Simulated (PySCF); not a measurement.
C₂H₃N₂P.
Atom-mapped SMILES: `[cH:1]1[n:2][nH:3][cH:4][p:5]1` (hydrogens: H6 on C1; H7 on N3; H8 on C4)

The same species was optimised twice, with GFN2-xTB and with PBE0-D3(BJ)/def2-SVP (PySCF), and the same property calculations (PySCF, gas phase) were run on both structures.

| coordinate | GFN2-xTB | PBE0-D3(BJ)/def2-SVP | change |
| --- | --- | --- | --- |
| C1–H6 (Å) | 1.075 | 1.093 | +0.018 |
| C4–H8 (Å) | 1.075 | 1.090 | +0.015 |
| C1–N2 (Å) | 1.305 | 1.317 | +0.012 |
| C1–P5 (Å) | 1.762 | 1.773 | +0.011 |
| C4–P5 (Å) | 1.722 | 1.730 | +0.008 |
| N2–N3 (Å) | 1.318 | 1.324 | +0.006 |
| N3–H7 (Å) | 1.011 | 1.015 | +0.004 |
| N3–C4 (Å) | 1.346 | 1.345 | -0.001 |
| C1–N2–N3 (°) | 110.0 | 108.5 | -1.5 |
| N2–N3–C4 (°) | 116.7 | 118.1 | +1.4 |
| P5–C4–H8 (°) | 128.8 | 129.8 | +1.0 |
| N2–N3–H7 (°) | 118.1 | 117.1 | -1.0 |
| N2–C1–H6 (°) | 118.5 | 117.6 | -0.9 |
| N3–C4–H8 (°) | 119.5 | 118.7 | -0.8 |
| N2–C1–P5 (°) | 115.9 | 116.6 | +0.7 |
| C4–N3–H7 (°) | 125.1 | 124.8 | -0.3 |

Rotational constants: A = 8806, B = 5252, C = 3290 MHz (GFN2-xTB) against A = 8734, B = 5193, C = 3257 MHz (PBE0-D3(BJ)/def2-SVP). Point groups within 0.08 Å: Cs and Cs.

On the GFN2-xTB structure: HOMO (eV) -7.12 [PBE0/pcSseg-1]; LUMO (eV) -0.59 [PBE0/pcSseg-1]; dipole (D) 2.42 [PBE0/pcSseg-1]; GIAO shielding of C1 (ppm) 20.4 [PBE0/pcSseg-1]; GIAO shielding of N2 (ppm) -103.0 [PBE0/pcSseg-1]; GIAO shielding of N3 (ppm) 29.2 [PBE0/pcSseg-1]; GIAO shielding of C4 (ppm) 24.8 [PBE0/pcSseg-1]; GIAO shielding of P5 (ppm) 215.4 [PBE0/pcSseg-1].

What do these properties become on the PBE0-D3(BJ)/def2-SVP structure?

```tsv
property	level	on GFN2-xTB	on PBE0-D3(BJ)/def2-SVP	change
HOMO (eV)	PBE0/pcSseg-1	-7.12	-7.10	+0.02
LUMO (eV)	PBE0/pcSseg-1	-0.59	-0.62	-0.03
dipole (D)	PBE0/pcSseg-1	2.42	2.42	0.00
energy, GFN2-xTB geometry as zero (kcal/mol)	PBE0/pcSseg-1	0.0	-0.4	-0.4
GIAO shielding of C1 (ppm)	PBE0/pcSseg-1	20.4	15.5	-4.9
GIAO shielding of N2 (ppm)	PBE0/pcSseg-1	-103.0	-105.1	-2.1
GIAO shielding of N3 (ppm)	PBE0/pcSseg-1	29.2	26.0	-3.2
GIAO shielding of C4 (ppm)	PBE0/pcSseg-1	24.8	23.6	-1.2
GIAO shielding of P5 (ppm)	PBE0/pcSseg-1	215.4	214.0	-1.4
```

The heavy atoms differ by 0.010 Å rms after alignment. Among all bonds C1–H6 changes most (+0.018 Å). Changes are differences of the printed values. Neither structure is proved a minimum here.
